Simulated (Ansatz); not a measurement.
**How far each method lies from full CI for NO⁺, singlet**

Geometry: a point of a stretch scan, not a stationary point.

```yaml
atoms:
  - { symbol: N, position_ang: [0.0000, 0.0000, 0.0000] }
  - { symbol: O, position_ang: [0.0000, 0.0000, 1.2870] }
```

Basis 6-31G; Ansatz 0.2.0. Correlated methods freeze the noble-gas cores, which leaves 10 electrons in 16 orbitals. R marks a restricted (for open shells ROHF) determinant, U an unrestricted one. Active spaces: pair = (2e, 2o) about the gap.

Full CI is exact within this basis and frozen core; it isn't the basis-set limit. The frozen core follows each run's orbitals, which can shift R against U totals by a few meV.

Unrestricted rows (U) aren't spin-pure: their determinants' ⟨S²⟩ exceeds S(S+1) by up to 0.77, so they mix in states of higher spin. Coupled cluster chose its determinant by a search with trial CCSD, here up to 1.33 eV above the lowest Hartree–Fock solution of its kind.

The U cluster runs have T1 = 0.138 on a determinant 1.33 eV above the lowest UHF solution, too large to trust, so UMP2, UCCSD, UCCSD(T), UCCSDT(Q), UCCSDT aren't compared. RHF is unstable: UHF (⟨S²⟩ = 1.27) lies 1.80 eV below the lowest RHF solution. Higher spins weren't run at this geometry and may lie near or lower.

```
UHF ⟨S²⟩                            : 1.273
⟨S²⟩ of the determinant under UCCSD : 0.775
T1 diagnostic (RCCSD)               : 0.0402
largest doubles amplitude (RCCSD)   : 0.166
```

Q: From what is known of these methods and the diagnostics, rank them by the size of their error in total energy against full CI in 6-31G, smallest first (an estimate: the text doesn't fix the numbers).
A. MRCISD+Q (pair space)
B. MRCISD (pair space)
C. RCCSDT
D. RCCSDT(Q)
E. BCCD(T)

A: D (0.12 mEh), E (3.32 mEh), C (4.76 mEh), A (18.47 mEh), B (45.61 mEh).

All errors are against full CI in 6-31G. Below it: RCCSDT(Q). Within each family the higher level lies nearer, as is usual though not guaranteed.

The program itself flagged as in doubt: BCCD(T).

The full-CI state has the irrep A1 of C2v, in the program's axes (one component, if the state is degenerate).

Natural occupations of full CI about the gap: 1.988 1.966 1.939 1.862 1.862 0.144 0.144 0.057 0.010 0.007; effectively unpaired electrons, Σ n²(2−n)², 0.31.
